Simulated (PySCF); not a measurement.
F₂OS.
Z-matrix (Å and degrees, PBE0-D3(BJ)/def2-SVP geometry), rows numbered from 1:
```
O 
S   1  1.4370
F   2  1.6163  1  106.57
F   2  1.6165  1  106.70  3    98.10
```

Computed, not measured: PBE0-D3(BJ)/def2-SVP geometry optimisation, gas phase (PySCF 2.14.0).

Take the most abundant isotopes and a rigid rotor. 

Problem. Give the principal moments of inertia and the rotational constants in MHz.

Solution. Ia = 60.94, Ib = 62.67, Ic = 105.70 u·Å²; 505379 MHz·u·Å²/I gives A = 8294, B = 8064, C = 4781 MHz.

Problem. Classify the top.

Solution. An asymmetric top. Ray's parameter κ = (2B − A − C)/(A − C) = 0.869; −1 is the prolate and +1 the oblate limit.

Problem. Is it planar, by Δ = Ic − Ia − Ib?

Solution. Not planar: Δ = Ic − Ia − Ib = -17.90 u·Å². For a rigid frame Δ = −2 Σ m c², so Σ m c² = 8.95 u·Å² lies off the ab plane. The atom farthest from that plane is 0.41 Å away.

Problem. Which types of transition are allowed, and where do some lines up to J = 5 fall?

Solution. The dipole components are |μa| = 0.35 D, |μb| = 0.00 D, |μc| = 1.82 D; the mirror of this Cs structure is the ac plane, so μb vanishes by symmetry (the 0.01 D computed is a residue) and there are no b-type lines. The squared components, which scale the intensities, stand as 0.04 : 1.00 (a : c). Some lines, for components of 0.1 D or more:

```json
{"type": "a", "branch": "Q", "J(Ka,Kc)": "2(2,0) ← 2(2,1)", "MHz": "3065", "lower level (cm⁻¹)": "1.535"}
{"type": "a", "branch": "Q", "J(Ka,Kc)": "4(1,3) ← 4(1,4)", "MHz": "23761", "lower level (cm⁻¹)": "3.643"}
{"type": "c", "branch": "R", "J(Ka,Kc)": "2(1,1) ← 1(0,1)", "MHz": "32485", "lower level (cm⁻¹)": "0.428"}
{"type": "a", "branch": "R", "J(Ka,Kc)": "4(1,4) ← 3(1,3)", "MHz": "41644", "lower level (cm⁻¹)": "2.254"}
{"type": "a", "branch": "R", "J(Ka,Kc)": "4(0,4) ← 3(0,3)", "MHz": "41644", "lower level (cm⁻¹)": "2.253"}
{"type": "c", "branch": "R", "J(Ka,Kc)": "3(2,2) ← 2(1,2)", "MHz": "49072", "lower level (cm⁻¹)": "1.184"}
{"type": "c", "branch": "R", "J(Ka,Kc)": "3(3,0) ← 2(2,0)", "MHz": "49119", "lower level (cm⁻¹)": "1.637"}
{"type": "a", "branch": "R", "J(Ka,Kc)": "4(2,2) ← 3(2,1)", "MHz": "55755", "lower level (cm⁻¹)": "3.138"}
{"type": "c", "branch": "R", "J(Ka,Kc)": "4(4,1) ← 3(3,1)", "MHz": "65912", "lower level (cm⁻¹)": "3.184"}
{"type": "c", "branch": "R", "J(Ka,Kc)": "5(4,1) ← 4(3,1)", "MHz": "81267", "lower level (cm⁻¹)": "5.306"}
```

Problem. Estimate the classical rotational partition function at 25 K, 50 K and 500 K.

Solution. Point group Cs, symmetry number σ = 1; q = (√π/σ)·√((kT/h)³/(ABC)), k/h = 20836.6 MHz/K: 1180 at 25 K, 3330 at 50 K, 105000 at 500 K.

No PBE0-D3(BJ)/def2-SVP frequencies stand behind this structure, so it isn't proved a minimum. These are rigid-rotor constants of the computed structure; measured ground-state constants (B0) also hold zero-point vibration.
